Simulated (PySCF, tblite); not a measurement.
**ammonium (NH4+): dynamics, then NMR shifts on frames**

How do NMR shifts of ammonium (NH4+) (`[NH4+]`) change as the atoms move?

The runs use tblite 0.8.0 and PySCF 2.14.0, with density-fitted response routines of our own; the level of theory stands in each step. All values are computed, except where a source is named. Atoms count from 0, in the outputs and in this text.

### Step 1. The molecule as given

5 atoms, charge 1, multiplicity 1; geometry from: GFN2-xTB.

Bonds of the start (Å): N0–H1 1.03, N0–H2 1.03, N0–H3 1.03, N0–H4 1.03.

### Step 2. A short Langevin run with GFN2-xTB

What the job is given:

```
{"job": {"kind": "md", "xc": "GFN2-xTB", "basis": "xTB", "temperature": 300, "steps": 2000, "every": 50, "frames": 5}, "charge": 1, "multiplicity": 1}
N      0.001742     0.000559    -0.003445
H      0.866582    -0.558275    -0.012119
H      0.184582     0.922645    -0.423535
H     -0.317972     0.123180     0.967583
H     -0.726312    -0.485257    -0.545669
```

Method: GFN2-xTB Langevin dynamics, gas phase.

Run with:

```sh
OMP_NUM_THREADS=1 python probes_run.py task.json out
```

This one command runs all jobs of the session in turn.

Log:

```text
t/fs     T/K      E/eV
    0.0   116.4   -122.31183
   25.0   134.8   -122.30012
   50.0   296.7   -122.28260
   75.0   397.2   -122.25284
  100.0   310.9   -122.24095
  125.0   299.6   -122.20326
  150.0   188.7   -122.19947
  175.0   250.1   -122.23714
  200.0   327.7   -122.23162
  225.0   304.3   -122.23660
  250.0   149.8   -122.20513
  275.0   144.6   -122.19746
  300.0   209.4   -122.20640
  325.0   248.5   -122.25440
  350.0   324.1   -122.29314
  375.0   422.3   -122.26183
  400.0   290.5   -122.22173
  425.0   324.2   -122.21324
  450.0   378.5   -122.15929
  475.0   393.2   -122.13288
  500.0   541.1   -122.23003
  525.0   652.2   -122.16601
  550.0   774.4   -122.27939
  575.0   467.2   -122.18355
  600.0   626.6   -122.25975
  625.0   406.9   -122.22549
  650.0   604.6   -122.20000
  675.0   579.7   -122.18589
  700.0   474.9   -122.18351
  725.0   377.7   -122.13095
  750.0   220.3   -122.04764
  775.0   153.4   -122.15129
  800.0   235.9   -122.17661
  825.0   353.9   -122.21947
  850.0   371.5   -122.23823
  875.0   289.8   -122.22067
  900.0   339.6   -122.15724
  925.0   453.4   -122.17177
  950.0   377.6   -122.09534
  975.0   409.7   -122.14757
 1000.0   417.6   -122.21365
```

Wall time 8.6 s (1 thread of AMD EPYC, shared host); peak memory 0.18 GiB.

Distance from the start (root mean square after alignment): 0 fs 0.00 Å, 200 fs 0.05 Å, 400 fs 0.06 Å, 600 fs 0.03 Å, 800 fs 0.04 Å, 1000 fs 0.04 Å.

Positions (Å) and forces (eV/Å) at 1000 fs:

```xyz
5

N    -0.730   -0.299   -0.936   -0.354    1.642   -0.784
H     0.261   -0.482   -1.228   -0.685   -0.017    0.650
H    -0.880    0.771   -0.878    0.340   -1.531   -0.084
H    -1.061   -0.691   -0.041    0.475   -0.158   -0.182
H    -1.340   -0.642   -1.709    0.224    0.064    0.401
```

### Step 3. Nuclear shieldings: 250 fs, PBE0/pcSseg-1

What the job is given:

```
{"job": {"kind": "nmr", "xc": "PBE0", "basis": "pcSseg-1", "pop": false}, "charge": 1, "multiplicity": 1}
N     -0.849300     0.371400     0.377400
H     -1.753300     0.040200     0.057500
H     -0.833300     0.462400     1.444800
H     -0.798900     1.275600    -0.133000
H     -0.056000    -0.201100     0.040800
```

With the program's defaults for keys left out, this is: GIAO PBE0/pcSseg-1 NMR shielding, non-relativistic, gas phase.

Log:

```text
coarse grid: 3544 points
cycle   1  E = -56.8095856502  dE =  2.116e-01  |g| = 1.199e-01  |ddm| = 1.529e+00
cycle   2  E = -56.8147806097  dE = -5.195e-03  |g| = 5.454e-02  |ddm| = 1.968e-01
cycle   3  E = -56.8150493302  dE = -2.687e-04  |g| = 4.192e-02  |ddm| = 4.309e-02
cycle   4  E = -56.8153822418  dE = -3.329e-04  |g| = 7.869e-04  |ddm| = 1.846e-02
cycle   5  E = -56.8153823600  dE = -1.182e-07  |g| = 2.080e-04  |ddm| = 5.870e-04
final grid: 32480 points
cycle   6  E = -56.8153197452  dE = -1.031e-05  |g| = 6.214e-03  |ddm| = 8.284e-03
cycle   7  E = -56.8153163405  dE =  3.405e-06  |g| = 7.605e-03  |ddm| = 6.168e-03
cycle   8  E = -56.8153274456  dE = -1.111e-05  |g| = 7.539e-05  |ddm| = 3.348e-03
cycle   9  E = -56.8153274467  dE = -1.047e-09  |g| = 1.144e-05  |ddm| = 4.051e-05
cycle  10  E = -56.8153274467  dE = -2.667e-11  |g| = 5.671e-07  |ddm| = 6.934e-06
converged SCF energy = -56.8153274467

GIAO shielding tensors (ppm)
atom      isotropic    diamagn.    paramagn.     s11        s22        s33       span
  0 N      228.242     313.311     -85.069    221.244    224.334    239.146     17.902
  1 H       26.681      25.889       0.793     21.034     21.628     37.383     16.349
  2 H       24.531      23.293       1.239     19.236     19.592     34.766     15.531
  3 H       25.905      25.750       0.155     20.389     20.946     36.380     15.991
  4 H       25.879      27.814      -1.934     20.407     20.778     36.453     16.047
```

It took 3.2 s on 1 thread of AMD EPYC, shared host; peak memory 0.25 GiB.

The references, computed at this level on geometries of the same kind, shield at (ppm): 1H TMS 31.72, 15N NH3 267.7. Their shielding less the atom's gives the shift. The references are single molecules in the gas phase, so shifts against H2O, NH3, PH3, H3PO4 or CFCl3 are not on the usual liquid scales and can be off by tens of ppm. Each atom is listed at this fixed geometry, with no averaging over motion; a spectrum would average atoms that exchange fast.

```csv
atoms,environment,σ (ppm),δ (ppm)
H2,hydrogen on an ammonium nitrogen,24.53,7.19
H4,hydrogen on an ammonium nitrogen,25.88,5.84
H3,hydrogen on an ammonium nitrogen,25.91,5.81
H1,hydrogen on an ammonium nitrogen,26.68,5.04
N0,ammonium nitrogen,228.2,39.5
```

The fields below are evaluated on a grid from the run's orbitals.

Frontier orbitals at PBE0/pcSseg-1, with the share of their density that lies nearest to each atom:

```csv
orbital,energy (eV),lies on
HOMO,-22.11,N0 39 %; H3 25 %; H1 18 %
LUMO,-5.87,"H2, H3 about 24 % each; H1, H4 about 20 % each; N0 11 %"
```

ELF in a plane through or near 3 of the atoms.

Ten even steps from ' ' (0.00) to '@' (0.99):
```
                                                        
                                                        
                                                        
                                                        
                      ..--++++--..                      
                    ::##@@@@@@@@%%--                    
                    --%%@@@@@@@@%%==                    
                    ::##@@@@@@@@##--                    
            ..==++++++**%%%%%%%%++::                    
            ++%%@@@@%%%%++--==++**--....                
          ..%%@@@@@@@@@@++====**##==::..                
            %%@@@@@@@@@@##****##**--..                  
            ==%%@@@@@@**====++++==::                    
              ..----::..  ........                      
                                                        
                                                        
                                                        
                                                        
                                                        
                                                        
```
The map spans 7.3 Å across and 7.2 Å up, centred on the molecule. Atoms in the plane (x, y in Å): N0 (0.0, 0.0), H2 (-1.0, -0.3), H4 (0.0, 1.0).

log10 of the density (e/Å³) in the same plane.

Ten even steps from ' ' (-4.0) to '@' (1.2):
```
                                                        
                                                        
                                                        
                      ....::::....                      
                  ....::--------::....                  
              ..::::--==++++++++==--::::                
              ..----==++********++==--::..              
            ::--====++**########**++==--::..            
          ::--==++++**##%%%%%%####**++==--::            
        ..::==++****####%%@@@@%%##**++==--::..          
        ..--==++**####%%%%@@@@%%##**++==--::..          
        ..::==++****######%%%%####**++==--::..          
          ::--==++++**************++====--..            
            ..----==================--::..              
              ..::::----------------::..                
                    ................                    
                                                        
                                                        
                                                        
                                                        
```
The map spans 7.3 Å across and 7.2 Å up, centred on the molecule. Atoms in the plane (x, y in Å): N0 (0.0, 0.0), H2 (-1.0, -0.3), H4 (0.0, 1.0).

On the surface of density 0.002 e/bohr³ the electrostatic potential runs, from the 1st to the 99th percentile, from 7.48 to 8.29 V.

### Step 4. NMR shieldings: 425 fs, PBE0/pcSseg-1

What the job is given:

```
{"job": {"kind": "nmr", "xc": "PBE0", "basis": "pcSseg-1", "pop": false}, "charge": 1, "multiplicity": 1}
N     -1.201000     0.184600     0.472900
H     -1.276600    -0.765200     0.043000
H     -0.715400    -0.026500     1.356500
H     -2.186200     0.518400     0.667100
H     -0.796800     0.924600    -0.110000
```

Level: GIAO PBE0/pcSseg-1 NMR shielding, non-relativistic, gas phase.

Log:

```text
coarse grid: 3544 points
cycle   1  E = -56.8097231750  dE =  2.123e-01  |g| = 1.204e-01  |ddm| = 1.529e+00
cycle   2  E = -56.8149579892  dE = -5.235e-03  |g| = 5.480e-02  |ddm| = 1.973e-01
cycle   3  E = -56.8152355610  dE = -2.776e-04  |g| = 4.168e-02  |ddm| = 4.302e-02
cycle   4  E = -56.8155645031  dE = -3.289e-04  |g| = 1.077e-03  |ddm| = 1.848e-02
cycle   5  E = -56.8155647222  dE = -2.191e-07  |g| = 2.724e-04  |ddm| = 7.656e-04
final grid: 32480 points
cycle   6  E = -56.8152484152  dE = -9.999e-06  |g| = 6.167e-03  |ddm| = 8.281e-03
cycle   7  E = -56.8152450671  dE =  3.348e-06  |g| = 7.543e-03  |ddm| = 6.110e-03
cycle   8  E = -56.8152559939  dE = -1.093e-05  |g| = 8.319e-05  |ddm| = 3.324e-03
cycle   9  E = -56.8152559951  dE = -1.253e-09  |g| = 1.895e-05  |ddm| = 4.729e-05
cycle  10  E = -56.8152559952  dE = -7.155e-11  |g| = 4.852e-07  |ddm| = 1.081e-05
converged SCF energy = -56.8152559952

GIAO shielding tensors (ppm)
atom      isotropic    diamagn.    paramagn.     s11        s22        s33       span
  0 N      228.733     312.128     -83.396    218.567    232.220    235.411     16.844
  1 H       25.605      26.046      -0.441     20.074     20.663     36.079     16.004
  2 H       26.043      26.304      -0.260     20.428     21.048     36.654     16.227
  3 H       25.364      22.058       3.306     19.908     20.440     35.745     15.837
  4 H       25.963      27.324      -1.361     20.360     20.962     36.566     16.206
```

It took 1.3 s on 1 thread of AMD EPYC, shared host; peak memory 0.25 GiB.

This run: δ N0 39.0, H3 6.35, H1 6.11 ppm.

### Step 5. NMR shieldings: 625 fs, PBE0/pcSseg-1

What the job is given:

```
{"job": {"kind": "nmr", "xc": "PBE0", "basis": "pcSseg-1", "pop": false}, "charge": 1, "multiplicity": 1}
N     -0.820000    -0.328600    -1.038200
H     -0.479700     0.425100    -1.697500
H     -1.343400    -1.109200    -1.527600
H     -1.438800     0.136700    -0.312100
H      0.053300    -0.752400    -0.632600
```

Level: GIAO PBE0/pcSseg-1 NMR shielding, non-relativistic, gas phase.

Log:

```text
coarse grid: 3544 points
cycle   1  E = -56.8103828797  dE =  1.688e-01  |g| = 1.245e-01  |ddm| = 1.513e+00
cycle   2  E = -56.8153965844  dE = -5.014e-03  |g| = 7.956e-02  |ddm| = 2.054e-01
cycle   3  E = -56.8163632924  dE = -9.667e-04  |g| = 4.001e-02  |ddm| = 5.323e-02
cycle   4  E = -56.8166656762  dE = -3.024e-04  |g| = 7.939e-04  |ddm| = 1.754e-02
cycle   5  E = -56.8166658034  dE = -1.272e-07  |g| = 1.340e-04  |ddm| = 5.496e-04
final grid: 32480 points
cycle   6  E = -56.8162615349  dE = -1.302e-05  |g| = 6.035e-03  |ddm| = 8.327e-03
cycle   7  E = -56.8162576934  dE =  3.842e-06  |g| = 7.611e-03  |ddm| = 6.123e-03
cycle   8  E = -56.8162689340  dE = -1.124e-05  |g| = 8.896e-05  |ddm| = 3.349e-03
cycle   9  E = -56.8162689355  dE = -1.492e-09  |g| = 6.844e-06  |ddm| = 4.314e-05
cycle  10  E = -56.8162689355  dE = -9.834e-12  |g| = 8.823e-07  |ddm| = 4.506e-06
converged SCF energy = -56.8162689355

GIAO shielding tensors (ppm)
atom      isotropic    diamagn.    paramagn.     s11        s22        s33       span
  0 N      222.053     314.349     -92.296    218.068    219.464    228.628     10.560
  1 H       25.184      24.700       0.484     19.940     20.291     35.320     15.380
  2 H       25.003      22.538       2.465     19.776     20.098     35.133     15.357
  3 H       24.928      25.758      -0.829     19.715     20.026     35.043     15.327
  4 H       25.376      27.715      -2.339     20.108     20.465     35.554     15.446
```

Run time: 1.2 s. Hardware: 1 thread of AMD EPYC, shared host; peak memory 0.25 GiB.

Key values: δ N0 45.7, H3 6.79, H2 6.71 ppm.

### Step 6. Shielding tensors: 800 fs, PBE0/pcSseg-1

What the job is given:

```
{"job": {"kind": "nmr", "xc": "PBE0", "basis": "pcSseg-1", "pop": false}, "charge": 1, "multiplicity": 1}
N     -0.822000    -0.781500    -1.714700
H     -0.850800    -1.114300    -2.754100
H     -1.774300    -0.998500    -1.313900
H     -0.600600     0.206600    -1.788600
H     -0.143400    -1.318400    -1.224200
```

Level: GIAO PBE0/pcSseg-1 NMR shielding, non-relativistic, gas phase.

Log:

```text
coarse grid: 3544 points
cycle   1  E = -56.8080084729  dE =  2.145e-01  |g| = 1.206e-01  |ddm| = 1.531e+00
cycle   2  E = -56.8132937371  dE = -5.285e-03  |g| = 5.215e-02  |ddm| = 1.963e-01
cycle   3  E = -56.8135307722  dE = -2.370e-04  |g| = 4.062e-02  |ddm| = 4.130e-02
cycle   4  E = -56.8138432361  dE = -3.125e-04  |g| = 1.667e-03  |ddm| = 1.825e-02
cycle   5  E = -56.8138437981  dE = -5.620e-07  |g| = 3.202e-04  |ddm| = 1.134e-03
final grid: 32480 points
cycle   6  E = -56.8139681671  dE = -1.045e-05  |g| = 5.859e-03  |ddm| = 8.034e-03
cycle   7  E = -56.8139652034  dE =  2.964e-06  |g| = 7.137e-03  |ddm| = 5.780e-03
cycle   8  E = -56.8139749891  dE = -9.786e-06  |g| = 1.033e-04  |ddm| = 3.151e-03
cycle   9  E = -56.8139749912  dE = -2.102e-09  |g| = 2.491e-05  |ddm| = 6.979e-05
cycle  10  E = -56.8139749913  dE = -1.235e-10  |g| = 5.209e-07  |ddm| = 1.342e-05
converged SCF energy = -56.8139749913

GIAO shielding tensors (ppm)
atom      isotropic    diamagn.    paramagn.     s11        s22        s33       span
  0 N      227.922     310.956     -83.034    222.184    229.199    232.382     10.198
  1 H       24.365      19.246       5.120     19.212     19.521     34.363     15.152
  2 H       25.183      24.168       1.015     19.871     20.143     35.534     15.663
  3 H       26.428      28.210      -1.783     20.885     21.312     37.086     16.201
  4 H       27.279      29.345      -2.066     21.717     21.958     38.162     16.445
```

Wall time 1.2 s (1 thread of AMD EPYC, shared host); peak memory 0.25 GiB.

In short: δ N0 39.8, H1 7.35, H2 6.53 ppm.

### Step 7. Nuclear shieldings: 1000 fs, PBE0/pcSseg-1

What the job is given:

```
{"job": {"kind": "nmr", "xc": "PBE0", "basis": "pcSseg-1", "pop": false}, "charge": 1, "multiplicity": 1}
N     -0.729800    -0.299100    -0.936300
H      0.260900    -0.482500    -1.228500
H     -0.880400     0.770600    -0.877700
H     -1.061200    -0.690600    -0.041100
H     -1.340300    -0.642000    -1.708900
```

Level: GIAO PBE0/pcSseg-1 NMR shielding, non-relativistic, gas phase.

Log:

```text
coarse grid: 3544 points
cycle   1  E = -56.8098386460  dE =  1.845e-01  |g| = 1.229e-01  |ddm| = 1.519e+00
cycle   2  E = -56.8149712383  dE = -5.133e-03  |g| = 7.018e-02  |ddm| = 2.022e-01
cycle   3  E = -56.8156343089  dE = -6.631e-04  |g| = 4.144e-02  |ddm| = 4.963e-02
cycle   4  E = -56.8159593581  dE = -3.250e-04  |g| = 1.200e-03  |ddm| = 1.838e-02
cycle   5  E = -56.8159596346  dE = -2.765e-07  |g| = 2.807e-04  |ddm| = 8.284e-04
final grid: 32480 points
cycle   6  E = -56.8156391456  dE = -1.234e-05  |g| = 5.907e-03  |ddm| = 8.230e-03
cycle   7  E = -56.8156356937  dE =  3.452e-06  |g| = 7.366e-03  |ddm| = 5.937e-03
cycle   8  E = -56.8156461858  dE = -1.049e-05  |g| = 9.238e-05  |ddm| = 3.246e-03
cycle   9  E = -56.8156461874  dE = -1.570e-09  |g| = 2.121e-05  |ddm| = 5.326e-05
cycle  10  E = -56.8156461875  dE = -9.096e-11  |g| = 5.936e-07  |ddm| = 1.215e-05
converged SCF energy = -56.8156461875

GIAO shielding tensors (ppm)
atom      isotropic    diamagn.    paramagn.     s11        s22        s33       span
  0 N      224.547     312.761     -88.214    219.882    224.324    229.436      9.555
  1 H       25.229      25.976      -0.746     19.936     20.233     35.518     15.581
  2 H       24.594      24.715      -0.122     19.456     19.698     34.627     15.172
  3 H       25.801      26.812      -1.011     20.430     20.742     36.231     15.802
  4 H       25.810      22.943       2.867     20.508     20.741     36.181     15.673
```

Wall time 1.3 s (1 thread of AMD EPYC, shared host); peak memory 0.25 GiB.

Key values: δ N0 43.2, H2 7.12, H1 6.49 ppm.

### Step 8. Side by side: NMR shifts

Shifts (ppm), with basis size and wall time:

```csv
frame,H2,H4,H3,H1,N0,functions,time
250 fs,7.19,5.84,5.81,5.04,39.5,37,3.2 s
425 fs,5.67,5.75,6.35,6.11,39.0,37,1.3 s
625 fs,6.71,6.34,6.79,6.53,45.7,37,1.2 s
800 fs,6.53,4.44,5.29,7.35,39.8,37,1.2 s
1000 fs,7.12,5.91,5.92,6.49,43.2,37,1.3 s
```

### Step 9. Results

| quantity | value |
| --- | --- |
| thermostat | 300 K |
| mean temperature, second half | 435 K |
| mean potential energy above the minimum | 0.13 eV |
| 1H shifts against TMS (PBE0/pcSseg-1, 250 fs) | 7.19, 5.84, 5.81, 5.04 ppm |
| 15N shifts against NH3 (PBE0/pcSseg-1, 250 fs) | 39.5 ppm |
| range of the shift of N0 | 39.0 to 45.7 ppm |

In the second half the potential energy averages 0.13 eV above the minimum; equipartition over 9 harmonic modes at 300 K would give 0.12 eV. With 5 atoms the temperature swings widely (116 to 774 K). Shifts at one fixed geometry are not the observed spectrum, which averages over the motion. By nearest atom (PBE0/pcSseg-1), the HOMO sits on N0 39 %; H3 25 % and the LUMO on H2, H3 about 24 % each; H1, H4 about 20 % each. Across the 5 runs the shift of N0 moves most, between 39.0 (425 fs) and 45.7 ppm (625 fs).
